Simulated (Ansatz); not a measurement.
Results of r²SCAN+rVV10 in Ansatz (plane waves, PAW) for fcc Ni.

Numerical settings: plane-wave cutoff 560 eV, 26×26×26 k mesh, Fermi–Dirac smearing 0.05 eV, spin-polarised with parallel moments, scalar-relativistic PAW data made under PBE.

Properties against volume:

| V (Å³/atom) | P (GPa) | moment (μB per cell of 1 atoms) |
|---|---|---|
| 9.779 | 16.46 | 0.71 |
| 9.987 | 10.31 | 0.71 |
| 10.195 | 4.86 | 0.72 |
| 10.403 | 0.03 | 0.73 |
| 10.611 | -4.25 | 0.74 |
| 10.819 | -8.02 | 0.75 |
| 11.027 | -11.36 | 0.76 |

Ansatz is a program for electronic structure.
